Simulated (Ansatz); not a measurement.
A trace of molecular dynamics of C$_{2}$H$_{4}$N$_{2}$O (9 atoms, charge 0, multiplicity 1).

All numbers below come from Ansatz 0.2.0, RKS PBE/6-31G.

* ensemble: NVT, Langevin thermostat
* set temperature: 700 K
* friction: 0.005 /fs
* seed: 324857

| time (fs) | T (K) | potential energy less start (eV) |
| --- | --- | --- |
| 0.0 | 622 | 0.000 |
| 8.0 | 31358 | 9.331 |
| 16.0 | 188349 | 17.251 |
| 24.0 | 2783197 | 158.780 |
| 32.0 | 5643875 | 59.366 |
| 40.0 | 5886258 | 52.471 |
| 48.0 | 5413679 | 52.596 |
| 56.0 | 4991044 | 52.657 |
| 64.0 | 4610223 | 52.684 |
| 72.0 | 4267205 | 52.696 |
| 80.0 | 3934162 | 52.702 |
| 88.0 | 3636607 | 52.703 |
| 96.0 | 3362926 | 52.704 |
| 104.0 | 3099871 | 52.704 |
| 112.0 | 2868609 | 52.704 |
| 120.0 | 2649139 | 52.704 |
| 128.0 | 2448465 | 52.704 |
| 136.0 | 2265675 | 52.704 |
| 144.0 | 2089340 | 52.704 |
| 152.0 | 1929774 | 52.704 |
| 160.0 | 1784409 | 52.704 |

Task: Can this run be trusted? Judge the integration.

Result: The temperature shot up to 6.1e+06 K, far beyond the bath's, so the integration failed: the time step of 4 fs is too long for the fastest motions that this run met, and the later frames carry no physical meaning.

The run took 83 s on 1 thread of Intel(R) Xeon(R) Platinum 8488C (Sapphire Rapids), with other jobs on the host, peak memory 0.11 GiB.
